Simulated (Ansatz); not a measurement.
**NaC (quartet): the correlation ladder at distance C1–Na2 = 7.389 Å, cc-pVTZ**

One table from this session's results is given with a row withheld; the runs are named, their logs left out.

Computed with Ansatz 0.2.0, Gaussian basis. Level: cc-pVTZ, core rule «outside noble gas», up to 6 orbitals frozen.

Plan: UHF; CCSD(T) on ROHF; CCSD(T) on UHF; BCCD(T) on ROHF; CCSDT(Q) on ROHF; CCSDT(Q) on UHF; Full CI.

55 further runs of the same task are left out: 42 for a known fault of the program, 10 that didn't finish, 3 set aside as unsound or not needed.

## The system

The geometry derives from a PBE0/def2-TZVP stationary point (not a proven minimum). One bond is set to the value named and the two fragments are kept rigid.

2 atoms, charge 0, spin multiplicity 4.

Atoms are counted from 1 here; the program's logs count them from 0.

No contacts short enough for the rule that draws bonds.

Set-up of the first run:

Input file in.yaml:

```yaml
crystal:
  periodic: [false, false, false]
  atoms:
    - {symbol: C, position_ang: [0.000000, 0.000000, 0.000000]}
    - {symbol: Na, position_ang: [0.000000, 0.000000, 7.389000]}
basis:
  gaussian: {orbitals: cc-pVTZ}
magnetization: {spin_polarized: true, initial_magnetization: 3}
hamiltonian: {xc: hf}
output: {orbitals: {seedname: orbitals}}
```

Started as:

```
> ansatz run in.yaml --threads 1 --pin off --events-out ev --progress --plain --max-ram 2393MiB
```

Among the steps run: UHF; CCSD(T) on ROHF; CCSD(T) on UHF; BCCD(T) on ROHF; CCSDT(Q) on ROHF; CCSDT(Q) on UHF; Full CI.

One table of the session follows, with a row left open; its other results are not shown here.

| method | from FCI (kcal/mol) |
| --- | --- |
| ROHF | +59.30 |
| UHF | +56.22 |
| RMP2 | +14.32 |
| UMP2 | ? |
| RCCSD | +1.64 |
| UCCSD | +1.51 |
| RCCSD(T) | +0.30 |
| UCCSD(T) | +0.23 |
| BCCD(T) | +0.30 |
| RCCSDT | +0.01 |
| UCCSDT | -0.06 |
| RCCSDT(Q) | -0.01 |
| UCCSDT(Q) | -0.08 |
| FCI | 0 |

Estimate the missing values for UMP2.

The run gave: from FCI (kcal/mol): +14.21. In the column «from FCI (kcal/mol)» it lies between RCCSD (+1.64) and RMP2 (+14.32).

To keep in mind: UCCSDT, UCCSDT(Q) fall below full CI: unrestricted runs freeze a spin-polarised core, another one than full CI's, and coupled cluster isn't variational. Levels on UHF freeze UHF's core orbitals, full CI those of ROHF, so the U rows can settle a little off it for that reason alone. Restricted and unrestricted rows rest on different reference determinants; where their highest levels disagree by more than a few hundredths of an eV, they describe different states and don't form one ladder.
